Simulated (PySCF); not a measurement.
P2F4.
SMILES with atom numbers: `[F:1][P:2]([F:3])[P:4]([F:5])[F:6]`

Theory: PBE0-D3(BJ)/def2-SVP geometry optimisation, gas phase (PySCF 2.14.0).

(1) List the bond lengths, angles and torsions at this level.

Results:

(1) 
| bond | length (Å) |
| --- | --- |
| F1–P2 and 3 like bonds | 1.616 |
| P2–P4 | 2.271 |

Bonds in one row agree within 0.01 Å and their mean is given. A selection of angles:
| angle | degrees |
| --- | --- |
| F1–P2–F3 | 99.0 |
| F1–P2–P4 | 93.9 |

Torsions: F1–P2–P4–F5 180° (antiperiplanar).

All 4 F–P bonds measure 1.615 to 1.616 Å. P2 (three-coordinate phosphorus) is pyramidal (angles 99.0°, 93.9° and 93.9°, sum 286.8°, 0.91 Å off the plane of its three neighbours).

Point group: C2h (every atom within 0.08 Å of its image). Whether it is a minimum is left open (no frequencies). One conformer, not necessarily the lowest.
